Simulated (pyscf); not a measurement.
# 1,1-elimination: H₃Si–NH–NH–SiH₃ → silane (SiH₄) + [N–NH–SiH₃] [singlet]

Gas phase, singlet surface, charge 0. Bonds broken: Si1–N2, N2–H8. Bonds formed: Si1–H8. Single points on ωB97X-D3(BJ)/def2-SVP structures (PySCF, gas phase).

Transition state (Å):

```xyz
12

Si     1.6179     0.5893    -1.5601
N      0.4669     0.0322    -0.0860
N     -0.5483    -0.6844    -0.3938
Si    -2.0302    -0.5427     0.6060
H      2.8764     0.6088    -0.7643
H      1.8863     1.5191    -2.7317
H      1.3331    -0.7007    -2.3045
H      0.4548     1.4888    -0.9127
H     -0.4914    -1.2559    -1.2560
H     -2.9584    -1.6014     0.1229
H     -2.6048     0.8105     0.3886
H     -1.6620    -0.7476     2.0272
```

One imaginary mode, 716i cm⁻¹; descent along it reached the two sides named, in the forms told below.

```json
[
 {"bond": "Si1–N2", "change": "breaks", "reactant side (Å)": "1.735", "saddle": "1.951", "product side": "2.6"},
 {"bond": "N2–H8", "change": "breaks", "reactant side (Å)": "1.018", "saddle": "1.675", "product side": "2.7"},
 {"bond": "Si1–H8", "change": "forms", "reactant side (Å)": "2.458", "saddle": "1.607", "product side": "1.489"}
]
```

Electronic energies relative to the reactant's lowest minimum found (kJ/mol):

```json
[
 {"level": "ωB97X-D3(BJ)/def2-TZVP", "barrier": "293.1", "reaction energy": "+283.2", "reverse barrier": "9.9"},
 {"level": "PBE/def2-TZVP", "barrier": "241.3", "reaction energy": "+258.8", "reverse barrier": "-17.5"},
 {"level": "r²SCAN/def2-TZVP", "barrier": "259.5", "reaction energy": "+277.7", "reverse barrier": "-18.2"},
 {"level": "B3LYP-D3(BJ)/def2-TZVP", "barrier": "272.3", "reaction energy": "+268.8", "reverse barrier": "3.6"},
 {"level": "PBE0-D3(BJ)/def2-TZVP", "barrier": "276.0", "reaction energy": "+288.0", "reverse barrier": "-12.0"},
 {"level": "M06-2X/def2-TZVP", "barrier": "297.5", "reaction energy": "+290.3", "reverse barrier": "7.2"},
 {"level": "ωB97M-D3(BJ)/def2-TZVP", "barrier": "287.1", "reaction energy": "+275.0", "reverse barrier": "12.0"},
 {"level": "HF/def2-TZVP", "barrier": "328.6", "reaction energy": "+240.1", "reverse barrier": "88.5"}
]
```

With ωB97M-D3(BJ)/def2-TZVP energies and thermal terms (ideal gas, 1 atm, RRHO with modes under 100 cm⁻¹ raised to 100, one conformer, R ln 2 for chiral ones without a mode under 150 cm⁻¹), in kJ/mol:

```
T (K)    ΔH‡    ΔG‡      ΔH      ΔG
-----  -----  -----  ------  ------
298    270.0  271.8  +255.0  +212.8
600    268.2  274.5  +252.4  +171.0
900    267.0  277.8  +248.8  +131.1
1200   266.0  281.6  +245.1   +92.4
```

On the product side the descent ends in a complex, 25.2 kJ/mol under the separated species and 35.2 kJ/mol under the saddle at ωB97X-D3(BJ)/def2-TZVP. At PBE, r²SCAN, PBE0-D3(BJ) the saddle lies under the separated products, which points to a path from their complex (located at ωB97X-D3(BJ) alone), and parting the products costs more than the saddle. This saddle turned up in a search for another step; its sides and bond changes are read from the two ends of the descent. The same reactants have a lower exit, to H₂N–SiH₂–NH–SiH₃ (barrier +263.1 kJ/mol at ωB97M-D3(BJ)/def2-TZVP, against +287.1 kJ/mol here). H₃Si–NH–NH–SiH₃ lies 252.5 kJ/mol over its isomer H₂N–SiH₂–NH–SiH₃ (electronic energy, ωB97M-D3(BJ)/def2-TZVP). [N–NH–SiH₃] [singlet] lies 364.4 kJ/mol over its isomer H₂N–Si:–NH₂ [singlet] (electronic energy, ωB97M-D3(BJ)/def2-TZVP). One saddle was located; it need not be the lowest between these sides. A restricted singlet here is unstable towards spin polarisation, as is usual where a triplet lies low; its energy is less safe.
